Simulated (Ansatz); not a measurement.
## Lattice constant a of some cubic elemental solids other than molecular ones

Method: PBE+SOC (plane waves, PAW; Ansatz, an electronic-structure program). References are measured values corrected to a static lattice.

Values in Å.

```json
[
 {"solid": "bcc Ta", "reference": "3.299", "PBE+SOC": "3.319", "error (%)": "+0.61"},
 {"solid": "bcc W", "reference": "3.16", "PBE+SOC": "3.185", "error (%)": "+0.79"},
 {"solid": "fcc Au", "reference": "4.062", "PBE+SOC": "4.144", "error (%)": "+2.02"},
 {"solid": "fcc Ir", "reference": "3.831", "PBE+SOC": "3.873", "error (%)": "+1.10"},
 {"solid": "grey tin (α-Sn)", "reference": "6.477", "PBE+SOC": "6.655", "error (%)": "+2.75"},
 {"solid": "fcc Pt", "reference": "3.913", "PBE+SOC": "3.973", "error (%)": "+1.53"},
 {"solid": "fcc Pb", "reference": "4.902¶", "PBE+SOC": "5.047", "error (%)": "+2.96"},
 {"solid": "bcc Cs", "reference": "6.039¶", "PBE+SOC": "?", "error (%)": "?"},
 {"solid": "bcc Ba", "reference": "4.995¶", "PBE+SOC": "5.021", "error (%)": "+0.52"}
]
```

Estimate the withheld PBE+SOC value.

The errors of the other rows run from +0.52 % to +2.96 %, with a median of +1.31 %; carried to the reference 6.039 it gives 6.118 Å. The run gives 6.159 Å (+1.99 %), +0.67 % from the estimate; the row was drawn at random, and such an estimate is rough. Over these 9 solids the mean error is +1.58 %, the mean absolute error 1.58 % (median 1.53 %), and the worst case fcc Pb at +2.96 %; the value is too high in 9 of 9 cases.

All these references are brought to a static lattice.

¶ marks references of a special kind: fcc Pb, 4.902 Å (measured, low-temperature or extrapolated to 0 K; zero-point anharmonic expansion removed, our sources range from 4.902 to 4.912; as tabulated in Csonka et al. (2009), arXiv:0903.4037); bcc Cs, 6.039 Å (measured, low-temperature or extrapolated to 0 K; zero-point anharmonic expansion removed; as tabulated in Csonka et al. (2009), arXiv:0903.4037); bcc Ba, 4.995 Å (measured, low-temperature or extrapolated to 0 K; zero-point anharmonic expansion removed, our sources range from 4.995 to 5.004; as tabulated in Csonka et al. (2009), arXiv:0903.4037).

Differences are worked out from the printed values.

Ansatz's density-functional and Hartree–Fock values are scalar-relativistic unless marked +SOC, with PAW data made under PBE.

Not in this set, of the elemental solids other than molecular ones with a reference value in our tables and a result at some level: 20 for no value at PBE+SOC (not run, a failed fit, an unstable or unbound cell, or a value held back for tests); 19 for a reference at room or unstated temperature; 4 for a high-temperature or high-pressure phase. These can be a level's best or worst cases. At least 1 more with a reference value is held back for tests. Solids without a released value at any level aren't counted. Layered and molecular crystals are counted apart. The metals Ce to Yb are counted apart.

References as tabulated in Mejia-Rodriguez and Trickey (2018), arXiv:1807.09216; Csonka et al. (2009), arXiv:0903.4037.
